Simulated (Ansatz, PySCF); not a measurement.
Barrier height from CH3ClF, charge -1 to the transition structure CH3ClF, without zero-point energy, on the benchmark's geometries as Psi4's copy of the set gives them.
Transition structure (charge -1, multiplicity 1):
```xyz
6

F      0.000     0.000    -2.538
C      0.000     0.000    -0.488
H      0.000     1.062    -0.615
H     -0.920    -0.531    -0.615
H      0.920    -0.531    -0.615
Cl     0.000     0.000     1.625
```
Reactant (charge -1, multiplicity 1):
```xyz
6

Cl     0.00000     0.00000     1.62314
C      0.00000     0.00000    -0.22736
H      0.00000     1.02632    -0.55514
H      0.88882    -0.51316    -0.55514
H     -0.88882    -0.51316    -0.55514
F      0.00000     0.00000    -2.72931
```

Open shells are unrestricted; no spin–orbit coupling.

Correlated levels freeze the cores.

Run with Ansatz (Gaussian orbitals); PySCF for the dispersion terms. 

Question: What barrier height does PBE0-D4/def2-TZVPPD give?

Answer: 8 kJ/mol

Ansatz is a quantum-chemistry and plane-wave program.
